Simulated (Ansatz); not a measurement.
**Rhenium, hcp under LDA: ground state and equation of state**

Aim: take rhenium in the hcp structure, relax it, solve it on a dense k-mesh, switch on spin-orbit coupling, then scale the cell to 7 volumes from 88 to 112 % of the relaxed one and try a fit of the equation of state. The k-meshes are 13×13×7 for the relaxation; 22×22×12 for the dense run; 13×13×7 for spin-orbit coupling; 22×22×12 for the volumes. The starting cell is the deposited one, from the Crystallography Open Database.

Method: DFT LDA (PW92), plane waves (420 eV) with PAW, scalar-relativistic; the PAW data stem from PBE, with regenerated cores, in Ansatz 0.2.0.

## (1) Starting point

Symmetry: P6_3/mmc, No. 194, hexagonal system. The conventional cell has a = 2.761 Å, b = 2.761 Å, c = 4.458 Å, α = 90.00°, β = 90.00°, γ = 120.00°. Re (site symmetry -6m2) has 12 Re at 2.74 to 2.76 Å as nearest neighbours.

As a file:

```cif
data_structure
_symmetry_space_group_name_H-M 'P 1'
_symmetry_Int_Tables_number 1
_cell_length_a 2.7608
_cell_length_b 2.7608
_cell_length_c 4.4582
_cell_angle_alpha 90.000
_cell_angle_beta 90.000
_cell_angle_gamma 120.000
_cell_volume 29.43
loop_
_atom_site_label
_atom_site_type_symbol
_atom_site_fract_x
_atom_site_fract_y
_atom_site_fract_z
_atom_site_occupancy
Re1 Re 0.33333 0.66667 0.25000 1
Re2 Re 0.66667 0.33333 0.75000 1
```

## (2) Relaxing cell and atoms

The input, input.yaml:

```yaml
crystal:
  lattice:
    - [2.7607987292, 0.0, 0.0]
    - [-1.3803993646, 2.3909218342, 0.0]
    - [0.0, 0.0, 4.4582]
  atoms:
    - { symbol: Re, position: [0.3333333333, 0.6666666667, 0.25] }
    - { symbol: Re, position: [0.6666666667, 0.3333333333, 0.75] }
hamiltonian:
  xc: lda
  pseudopotentials:
    kind: paw
    azcp:
      Re: "pseudopotentials/Re.paw.azcp"
basis:
  ecutwfc: 420
  fft_grid_basis: typed
kpoints:
  mp_grid: { grid: [13, 13, 7], shift: [0, 0, 0] }
magnetization:
  spin_polarized: false
scf:
  occupations: { method: fermi_dirac, width: 0.1 }
relax:
  max_steps: 60
  f_tol: 0.01
  cell: {}
```

Further steps of the session: The energy on a finer k-mesh; A two-component run at the same geometry; Volume × 0.88; Volume × 0.92; Volume × 0.96; Volume × 1.0; Volume × 1.04; Volume × 1.08; Volume × 1.12.

Q: Predict the outcome of this session. Wanted: space group; conventional cell; volume; shortest distance; gap on the mesh; V₀, B₀, B₀′.

The runs gave:

| quantity | value |
| --- | --- |
| space group (spins left aside) | P6_3/mmc (No. 194) |
| conventional cell | a = 2.739 Å, c = 4.412 Å (c/a = 1.611) |
| volume | 14.334 Å³/atom |
| shortest distance | 2.714 Å |
| against the deposited volume | -2.6 % (14.714 Å³/atom) |
| gap on the mesh | none (levels filled in part) |
| V₀, B₀, B₀′ | 14.330 Å³/atom, 404 GPa, 4.4 |

What this shows: The volume comes out 2.6 % smaller than measured. LDA binds too strongly as a rule, and cells come out small. The deposited cell holds zero-point motion and, unless taken cold, thermal expansion, which account for some of this. No gap shows: it is a metal or semimetal at this level. The total energy of the spin-orbit run lies -25.9 eV/atom from the scalar one, but the two kinds of run don't share a zero of energy: only differences within one kind count. The fitted modulus is 404 GPa, among the stiffest elements; letting shape and positions relax at each volume could only lower it.
